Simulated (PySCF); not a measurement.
# Ionisation of hydrazine

System: hydrazine, `NN` (H4N2). Non-hydrogen atoms are numbered in `[NH2:1][NH2:2]`.

Energies: CAM-B3LYP-D3(BJ)/ma-def2-TZVP (PySCF, density fitting, integration grid level 2) on PBE0-D3(BJ)/def2-SVP structures. Zero-point and thermal terms (298.15 K, 1 bar) come from unscaled PBE0-D3(BJ)/def2-SVP harmonic frequencies, with soft modes damped to free rotors in the entropy.

Frontier levels of the parent: HOMO -8.72 eV, LUMO 0.72 eV.

Oxidation to the radical cation:
* Vertical ionisation energy (electronic): 10.06 eV
* Adiabatic ionisation energy (with zero-point energy): 7.83 eV
* Adiabatic, electronic part: 7.87 eV
* Vertical gap at the product's structure: 6.45 eV
* Inner reorganisation energy (four-point): 3618 meV
* Relaxation of product / of parent: 2193 / 1425 meV
* ⟨S²⟩ of the product: 0.755
* Largest spin populations: N2 0.53, N1 0.53
* Largest changes of atomic charge: N2 0.29, N1 0.29, H (on N1) 0.12, H (on N2) 0.12
* Distances that move most (Å): N1–N2 1.402 → 1.299

Against the Active Thermochemical Tables (version 1.112): ionisation energy to the radical cation 8.06 (computed 7.83, error -0.23) eV.

Measured values (NIST Chemistry WebBook, evaluated or the median of agreeing entries): adiabatic ionisation energy 8.10 eV (computed 7.83, difference -0.27).

Structures, frequencies and single points took 43 s of wall time on 1 thread of Arm Neoverse V1 (shared host), launched as `OMP_NUM_THREADS=1 python redox_run.py task.json out`.
